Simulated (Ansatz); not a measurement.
Density of states of CaMg (Pmma, a = 5.631 Å, b = 3.951 Å, c = 5.630 Å, α = 90.00°, β = 90.00°, γ = 90.00°), in states per eV and primitive cell, averaged over bins of 0.4 eV. Theory: Ansatz 0.2.0, DFT r2SCAN, scalar-relativistic, plane waves, PAW.

Plane waves to 500 eV, a k mesh through Γ of 8×12×8 on the computed 4-atom cell and Gaussian smearing (0.10 eV); no spin polarisation.

The cell is relaxed at this level. The states (both spins) are summed by tetrahedra on a 12×18×12 mesh at the self-consistent density. Energies are bin centres; the table starts no lower than −8 eV and ends at 6 eV, or lower where the solved bands end.

It is a metal at this level.

| E − E_F (eV) | total | Ca 4s | Mg 3s |
| --- | --- | --- | --- |
| -5.25 | 0.26 | 0.14 | 0.11 |
| -4.85 | 0.54 | 0.28 | 0.25 |
| -4.45 | 0.74 | 0.37 | 0.36 |
| -4.05 | 0.92 | 0.42 | 0.48 |
| -3.65 | 1.12 | 0.45 | 0.63 |
| -3.25 | 1.45 | 0.44 | 0.95 |
| -2.85 | 1.51 | 0.32 | 1.10 |
| -2.45 | 1.44 | 0.29 | 1.01 |
| -2.05 | 1.67 | 0.50 | 0.93 |
| -1.65 | 1.42 | 0.61 | 0.54 |
| -1.25 | 1.58 | 0.75 | 0.39 |
| -0.85 | 2.10 | 0.90 | 0.36 |
| -0.45 | 3.16 | 0.74 | 0.31 |
| -0.05 | 3.34 | 0.30 | 0.21 |
| 0.35 | 2.37 | 0.16 | 0.12 |
| 0.75 | 2.59 | 0.18 | 0.09 |
| 1.15 | 2.60 | 0.17 | 0.04 |
| 1.55 | 2.33 | 0.22 | 0.03 |
| 1.95 | 4.04 | 0.49 | 0.18 |
| 2.35 | 5.10 | 0.19 | 0.16 |
| 2.75 | 8.41 | 0.14 | 0.15 |
| 3.15 | 5.90 | 0.05 | 0.07 |
| 3.55 | 3.14 | 0.01 | 0.06 |

The columns after the total are the Löwdin projections on the occupied valence shells of the potentials. The rest of the total lies in shells that are empty in the free atom, which aren't projected, and between the atoms.

Whether CaMg exists in this form wasn't checked.

Cost: 1 run of about 3.3 core-minutes, on Intel Xeon Platinum 8259CL (Skylake/Cascade Lake) (shared hosts).